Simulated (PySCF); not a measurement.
**Level of theory and proton affinities: propyne**

Structure: `C#CC` (C3H4). Numbering: `[CH:1]#[C:2][CH3:3]`

All levels share the PBE0-D3(BJ)/def2-SVP structures and the PBE0-D3(BJ)/def2-SVP thermal terms; only the single-point energies (PySCF) change. Values are proton affinities (298 K, kJ/mol).

Measured (NIST Chemistry WebBook): proton affinity (−ΔH) 748 kJ/mol.

| level | C1 | time |
| --- | --- | --- |
| ωB97X-D3(BJ)/6-31+G* | 759 | 5.8 s |
| ωB97X-D3(BJ)/def2-TZVP | 763 | – |
| r2SCAN/def2-TZVP (grid 3) | 767 | 19 s |

Times are wall times for all single points of a level on 1 thread of Intel Xeon Platinum 8259CL @ 2.50GHz, a shared host; the dash marks the run that also made the structures. r2SCAN ran on a slower path of this set-up, which computes the density-fitting integrals anew in every SCF cycle while the other levels store them. So the times needn't show the usual order of cost, and those levels read slower than they are.

The spread: 7 kJ/mol, from 759 to 767.

Known limits: protonation at a multiple bond is drawn as the open cation; a hydrogen-bridged form may lie lower, and the ion may have rearranged by a hydride shift.

Differences come from unrounded values, so a last digit can differ from that of the printed terms.
